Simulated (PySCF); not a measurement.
hydrogen fluoride and fluoromethane

The system is a cluster of hydrogen fluoride and fluoromethane, neutral, singlet.

```tsv
part	name	SMILES	atoms	charge	multiplicity
1	hydrogen fluoride	F	1–2	0	1
2	fluoromethane	CF	3–7	0	1
```

Coordinates in Å:
```
F1      0.3433   -0.4678   -0.3072
H2     -0.4951   -0.1535   -0.0510
C3     -1.5475    1.7825    1.3938
F4     -1.8743    0.6913    0.5888
H5     -1.3918    1.4218    2.4103
H6     -2.3773    2.4875    1.3568
H7     -0.6368    2.2371    1.0039
```

In these coordinates H2···F4 is 1.739 Å. Part 2 is then moved rigidly along that line, all else held; at short range other atoms may come into contact.

The starting structure comes from a short search with a few starts; no frequency run checks that it is a minimum, and another way of binding may lie lower.

Computed with PySCF 2.14.0: CCSD(T)/aug-cc-pVDZ and MP2/aug-cc-pVTZ, aug-cc-pVQZ counterpoise interaction energy, frozen core, gas phase. The geometry comes from PBE0-D3(BJ)/def2-TZVPD.

Counterpoise energies in eV, cluster less the parts frozen as they stand in it; small is aug-cc-pVDZ, large aug-cc-pVQZ. Estimated limit: HF in aug-cc-pVQZ, MP2 correlation extrapolated as X⁻³ from aug-cc-pVTZ and aug-cc-pVQZ, and CCSD(T) less MP2 in aug-cc-pVDZ; it isn't the exact limit.

Results

| H2···F4 (Å) | HF large | MP2 large | SCS-MP2 large | CCSD(T) small | CCSD(T) limit est. |
| --- | --- | --- | --- | --- | --- |
| 1.565 | -0.156 | -0.211 | -0.182 | -0.164 | -0.218 |
| 1.652 | -0.191 | -0.239 | -0.214 | -0.203 | -0.245 |
| 1.739 | -0.207 | -0.248 | -0.227 | -0.221 | -0.254 |
| 1.826 | -0.211 | -0.245 | -0.228 | -0.225 | -0.251 |
| 1.913 | -0.207 | -0.236 | -0.221 | -0.220 | -0.240 |
| 2.174 | -0.175 | -0.191 | -0.182 | -0.184 | -0.194 |
| 2.609 | -0.117 | -0.121 | -0.117 | -0.117 | -0.122 |
| 3.478 | -0.053 | -0.051 | -0.050 | -0.050 | -0.051 |

The 8 runs took 25 min in all, one thread each of Arm Neoverse N1 on a shared host, launched as `OMP_NUM_THREADS=1 python cluster_run.py task.json out`.
